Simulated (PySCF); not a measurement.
**[C3H8F2N]+: core ionisation energies**

Species: C3H8F2N (charge +1).
Z-matrix (Å and degrees, GFN2-xTB geometry), rows numbered from 1:
```
C 
N   1  1.4759
C   2  1.4833  1  113.92
C   3  1.5340  2  108.29  1  -179.92
F   4  1.3499  3  108.22  2   -57.79
F   4  1.3500  3  108.25  2    57.25
H   1  1.0885  2  110.10  3   -60.00
H   1  1.0884  2  110.24  3   179.99
H   1  1.0885  2  110.10  3    60.00
H   2  1.0321  1  109.72  3  -121.63
H   2  1.0320  1  109.75  3   121.61
H   3  1.0924  2  109.89  1    60.50
H   3  1.0923  2  109.88  1   -60.23
H   4  1.0984  3  114.62  2   179.72
```

Method used: delta-SCF UKS SCAN, pcX-2 on the ionised atom, pcseg-1 elsewhere, spin-free X2C in PySCF 2.14.0. Each binding energy is the total energy of the core-ionised species, with the hole localised on one atom, minus that of the ground state; both are solved self-consistently, so orbital relaxation is included.

Problem. What binding energy does each computed site have?

Solution. 
| atom(s) | environment | level | binding energy (eV) | above the level's lowest (eV) | count |
| --- | --- | --- | --- | --- | --- |
| F5/F6 | fluorine of a CF2 group | F 1s | 698.15 | 0.00 | 2 |
| N2 | ammonium nitrogen | N 1s | 414.77 | 0.00 | 1 |
| C4 | CHF2 carbon | C 1s | 300.93 | +2.92 | 1 |
| C3 | sp3 carbon bound to nitrogen | C 1s | 298.27 | +0.26 | 1 |
| C1 | N-methyl carbon | C 1s | 298.01 | 0.00 | 1 |

The listed C 1s values span 2.92 eV, from C1 (bonded to N and 3 H) to C4 (bonded to 2 F, C and H). Summing the Pauling electronegativity differences to the bonded atoms, each weighted by its formal bond order, gives -0.56 for the lowest site and +2.51 for the highest; no listed site has a larger sum than the highest.

Problem. What is the longest wavelength that can ionise C 1s of C3 vertically?

Solution. λ = hc/E = 12398.42 eV Å / 298.27 eV = 41.568 Å.

Problem. Which photon energy gives electrons from C 1s of C3 a kinetic energy of 200 eV, and what is their de Broglie wavelength?

Solution. hν = 298.27 + 200 = 498.27 eV, recoil neglected; λ = 12.264 Å/√(E/eV) = 0.87 Å.

Atoms equivalent by their bonding share one computed value, that of the first of them. The species carries charge +1, so core ionisation leaves charge +2. One conformer (not necessarily the lowest) at the GFN2-xTB geometry, without solvent, vibrations or thermal averaging.

On Arm Neoverse V1, one thread, shared host with 32 logical CPUs at a one-minute load of 11, this took 35 s wall and 0.61 GiB of memory at its peak.
